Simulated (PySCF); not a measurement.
Level of theory and gas-phase deprotonation enthalpies: hydroxylamine

Structure: `NO` (H3NO). Non-hydrogen atoms are numbered in `[NH2:1][OH:2]`.

All levels share the PBE0-D3(BJ)/ma-def2-SVP structures and the PBE0-D3(BJ)/ma-def2-SVP thermal terms; only the single-point energies (PySCF) change. Values are gas-phase deprotonation enthalpies (298 K, kJ/mol).

```jsonl
{"level": "MP2/jun-cc-pV(T+d)Z", "O2": "1606", "N1": "1652", "time": "12 s"}
{"level": "CCSD(T)/jun-cc-pV(T+d)Z", "O2": "1617", "N1": "1659", "time": "3.4 min"}
{"level": "ωB97X-D3(BJ)/ma-def2-TZVP", "O2": "1619", "N1": "1670", "time": "–"}
{"level": "HF/jun-cc-pV(T+d)Z", "O2": "1651", "N1": "1700", "time": "2.2 s"}
```

Times are wall times for all single points of a level on 1 thread of AMD EPYC 7571, a shared host; the dash marks the run that also made the structures.

Hartree-Fock leaves out electron correlation, so its deprotonation energies can be off by tens of kJ/mol.

The widest spread is that of N1: 48 kJ/mol, from 1652 to 1700.
